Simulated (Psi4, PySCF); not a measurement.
Internal rotation in SMILES C(C=C)=C (C4H6). Scanned: dihedral C1–C2–C3–C4; all other coordinates were relaxed at GFN2-xTB. Points at φ and −φ are mirror images. Heavy atoms are numbered in the order of the SMILES C=CC=C, hydrogens after them in the order of the atoms that carry them; the mirror image has the same energies with the sign of each dihedral reversed.

Levels: RKS-B3LYP/6-31G* = restricted B3LYP/6-31G*, spherical d // GFN2-xTB (PySCF); MP2/cc-pVTZ = DF-MP2 (frozen core)/cc-pVTZ // GFN2-xTB (Psi4).

Energies relative to the lowest point of each profile, in kcal/mol:

| φ / ° | RKS-B3LYP/6-31G* |
|---|---|
| -150 | 1.9 |
| -120 | 6.3 |
| -90 | 7.4 |
| -60 | 4.9 |
| -30 | 3.7 |
| 0 | 4.0 |
| 30 | 3.7 |
| 60 | 4.9 |
| 90 | 7.4 |
| 120 | 6.3 |
| 150 | 1.9 |
| 180 | 0.0 |

**Question.** What does MP2/cc-pVTZ give at the same points?

**Answer.** -150: 1.7; -120: 5.6; -90: 6.4; -60: 4.0; -30: 3.1; 0: 3.8; 30: 3.1; 60: 4.0; 90: 6.4; 120: 5.6; 150: 1.7; 180: 0.0 (kcal/mol).
